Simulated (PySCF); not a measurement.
Method: B3LYP-D3(BJ)/def2-TZVP // PBE0-D4/def2-TZVP (PySCF). Isolated molecules, 0 K electronic values unless said otherwise. B3LYP has the VWN-RPA correlation part, as in Gaussian. 

Reference species (SMILES): `C[CH2]` (neutral, multiplicity 2).

```
Item                              Value
-----------------------------  --------
highest occupied spin orbital  -5.61 eV
```

Changed species: `[BH2]` (radical fragment; the reference has radical fragment).

Question: Predict the effect on the highest occupied spin orbital.

Answer: the highest occupied spin orbital drops by 0.27 eV, to -5.88 eV.
